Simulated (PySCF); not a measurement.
From results back to the method.

Compound: CHNO.
Geometry (PBE0-D3(BJ)/def2-SVP, Å), atoms numbered from 1 in this order:
```
atom  x, y, z in Å
N1    -0.6974    0.2834   -0.1537
C2     0.4602    0.0380   -0.4084
O3     1.5732   -0.0779   -0.7318
H4    -1.3359   -0.2435    0.4222
```

The closed-shell ground state was solved 4 times with PySCF (density fitting, gas phase), always with PBE0, in these basis sets: aug-cc-pVTZ, def2-SVPD, def2-TZVPD and pcJ-1.

```json
{"row": "P", "total energy (Eh)": "-168.5687", "HOMO (eV)": "-8.87", "LUMO (eV)": "-0.04", "dipole (D)": "2.16"}
{"row": "Q", "total energy (Eh)": "-168.5636", "HOMO (eV)": "-8.88", "LUMO (eV)": "-0.33", "dipole (D)": "2.16"}
{"row": "R", "total energy (Eh)": "-168.3837", "HOMO (eV)": "-8.92", "LUMO (eV)": "0.08", "dipole (D)": "2.21"}
{"row": "S", "total energy (Eh)": "-168.5009", "HOMO (eV)": "-8.81", "LUMO (eV)": "0.27", "dipole (D)": "2.36"}
```

Problem. Which basis belongs to which row?

Solution. P = def2-TZVPD, Q = aug-cc-pVTZ, R = def2-SVPD, S = pcJ-1. From the lowest total energy up: def2-TZVPD (123 functions) 0 eV; aug-cc-pVTZ (161 functions) +0.14 eV; pcJ-1 (91 functions) +1.84 eV; def2-SVPD (71 functions) +5.03 eV.
